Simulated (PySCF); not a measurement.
C3H9OP.
Cartesian coordinates in Å at the GFN2-xTB level; atoms count from 1:
```xyz
14
C3H9OP angstrom
C      1.634    0.101   -0.409
P      0.103   -0.199    0.554
C     -0.887   -1.357   -0.467
C     -0.815    1.388    0.505
O      0.355   -0.688    1.915
H      1.425    0.459   -1.412
H      2.231    0.833    0.131
H      2.189   -0.833   -0.454
H     -1.836   -1.525    0.039
H     -1.062   -0.975   -1.467
H     -0.351   -2.302   -0.518
H     -0.987    1.730   -0.510
H     -0.236    2.127    1.055
H     -1.765    1.243    1.016
```

Computed, not measured: TDDFT PBE0/def2-SVPD, vertical, gas phase, core orbitals frozen in the response in PySCF 2.14.0, density-fitted response routines.

Each state is given a Gaussian of 0.4 eV full width at half maximum, with ε(max) = 2.175×10⁸ f / Δν̃ (Δν̃ the width in cm⁻¹). The width is an assumption, not a result. The curve ends short of the highest state used, and states not computed would add to its high-energy end.

```csv
λ (nm),ε (L mol⁻¹ cm⁻¹)
164.6,107
165.2,75
165.7,59
166.3,50
166.9,51
167.5,64
168.1,90
168.7,132
169.3,193
169.9,278
170.5,393
171.1,542
171.6,696
172.2,920
172.8,1186
173.4,1495
174.0,1842
174.6,2219
175.2,2616
175.8,3019
176.4,3411
176.9,3717
177.5,4046
178.1,4318
178.7,4518
179.3,4640
179.9,4676
180.5,4627
181.1,4497
181.7,4294
182.3,4031
182.8,3775
183.4,3436
184.0,3077
184.6,2712
185.2,2354
185.8,2011
186.4,1693
187.0,1404
187.6,1148
188.2,925
188.7,765
189.3,601
189.9,466
190.5,357
191.1,270
191.7,201
192.3,148
192.9,108
193.5,78
194.1,55
194.6,41
195.2,29
195.8,20
196.4,14
197.0,9
```

Task: Where are the band maxima, and which computed states make them?

Result: 180 nm (6.89 eV), ε about 4700, made up of S1 (50%) and S2 (50%) (ε in L mol⁻¹ cm⁻¹; maxima over ε = 5, shares over 10%). At its high-energy end, 7.53 eV, the curve is still rising (ε about 100, from S3, S4, S6 and S7). The states used: S1 6.89 eV (f 0.035); S2 6.89 eV (f 0.035); S3 7.93 eV (f 0.0059); S4 7.93 eV (f 0.0058); S5 7.96 eV (f 0.0000); S6 7.99 eV (f 0.013); S7 7.99 eV (f 0.013); S8 8.13 eV (f 0.017).

Task: On this curve, what absorbance would a 10⁻⁵ mol/L sample give at 193 nm over a 1 cm path?

Result: 193 nm is 6.424 eV, where ε is about 100 L mol⁻¹ cm⁻¹, so A = ε c l ≈ 0.001 (Beer–Lambert, with the gas-phase spectrum and the assumed width).

Task: What would ε be at 6.89 eV, the highest of these maxima, with half the width (0.2 eV)?

Result: About 9340 L mol⁻¹ cm⁻¹ against 4680, a factor of about 2.00; a lone state at its own centre would give exactly 2.

Task: Coming from long wavelengths, where does ε first pass 100 L mol⁻¹ cm⁻¹?

Result: At about 193 nm (6.42 eV), 0.47 eV below S1.
